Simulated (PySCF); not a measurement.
Below is a simulated gas-phase C 1s photoelectron spectrum of `CC(C)C(=O)[O-]` (2-methylpropanoate).

Every computed line was given a Gaussian of 0.4 eV full width at half maximum and an area set by the number of equivalent atoms; the highest printed point is 100. Computed, not measured: PySCF, delta-SCF UKS SCAN, pcX-2 on the ionised atom, pcseg-1 elsewhere, spin-free X2C.

| binding energy (eV) | intensity |
| --- | --- |
| 284.9 | 0 |
| 285.0 | 1 |
| 285.1 | 6 |
| 285.2 | 17 |
| 285.3 | 34 |
| 285.4 | 49 |
| 285.5 | 50 |
| 285.6 | 36 |
| 285.7 | 21 |
| 285.8 | 18 |
| 285.9 | 34 |
| 286.0 | 66 |
| 286.1 | 97 |
| 286.2 | 100 |
| 286.3 | 73 |
| 286.4 | 38 |
| 286.5 | 14 |
| 286.6 | 4 |
| 286.7 | 1 |
| 286.8 | 0 |
| 286.9 | 0 |
| 287.0 | 0 |
| 287.1 | 2 |
| 287.2 | 9 |
| 287.3 | 23 |
| 287.4 | 40 |
| 287.5 | 51 |
| 287.6 | 46 |
| 287.7 | 29 |
| 287.8 | 13 |
| 287.9 | 4 |
| 288.0 | 1 |
| 288.1 | 0 |

Count the maxima, the lines and the sites behind this envelope.

The curve has 3 maxima (at 285.5, 286.2 and 287.5 eV). Under it lie 3 lines from 3 inequivalent carbon sites.

Decompose the envelope and assign each component. Numbering: `[CH3:1][CH:2]([CH3:3])[C:4](=[O:5])[O-:6]`.

```csv
position (eV),relative area,line,atoms,environment
285.46,1,C 1s,C2,sp3 carbon next to a carbonyl
286.16,2,C 1s,C1/C3,methyl carbon
287.52,1,C 1s,C4,carboxylate carbon
```

What are the centre and the root-mean-square width of the whole band?

The area-weighted mean of the lines is 286.32 eV. Their own spread about it is 0.75 eV (rms) and each Gaussian has σ = 0.4/2.355 = 0.17 eV; the variances add, which gives 0.77 eV.

Lowest listed C 1s: C2, bonded to 3 C and H. Highest, 2.06 eV above it: C4, bonded to 2 O and C. The widest gap between neighbouring values is 1.36 eV, between 286.16 and 287.52 eV. Summing the Pauling electronegativity differences to the bonded atoms, each weighted by its formal bond order, gives -0.35 for the lowest site and +2.67 for the highest; no listed site has a larger sum than the highest. The smallest sum, -1.05, belongs to C1/C3, 0.70 eV above the lowest.

No satellites, vibrations or lifetime broadening are included. Atoms equivalent by their bonding share one computed value, that of the first of them. The species carries charge -1, so core ionisation leaves a neutral species. The basis sets have no added diffuse functions. Geometry: GFN2-xTB, one conformer, isolated ion.

Shape of the structure used: `[CH3:1][CH:2]([CH3:3])[C:4](=[O:5])[O-:6]`: C1–C2–C4–O5 -119°.
